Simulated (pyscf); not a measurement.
Routes from H₂B–OH (SMILES BO) + H₂ (SMILES [H][H])

Candidate steps break at most two bonds and form at most two. Each was searched with GFN2-xTB (tblite) first. Single points on ωB97X-D3(BJ)/def2-SVP structures (PySCF, gas phase). Energies: ωB97M-D3(BJ)/def2-TZVP, kJ/mol, from the separated reactants, singlet surface; ΔG‡ with ideal gas, 1 atm, RRHO with modes under 100 cm⁻¹ raised to 100, one conformer, R ln 2 for chiral ones without a mode under 150 cm⁻¹.

| products | type | ΔE‡ | ΔE | ΔG‡ 298 K | ΔG‡ 900 K | ν‡ (cm⁻¹) |
|---|---|---|---|---|---|---|
| H₂B–OH + H₂ | four-centre exchange (B–H, H–H broken, B–H, H–H formed) | 120.2 | 0.0 | 160.7 | 233.0 | 1125i |
| BH₃ + H₂O | four-centre exchange | 162.6 | +136.2 | 204.3 | 279.2 | 1402i |
| H₂B–OH + H₂ | four-centre exchange (H–O, H–H broken, H–O, H–H formed) | 299.6 | 0.0 | 324.6 | 395.9 | 2615i |

Row 2: On the product side the descent ends in an adduct with a B–O contact, 68.8 kJ/mol under the separated species and 98.8 kJ/mol under the saddle at ωB97X-D3(BJ)/def2-TZVP. 

Plain bond fissions and candidates not yet searched are not listed, and one of them may be faster. Each barrier is that of the saddle found; lower ones may exist.
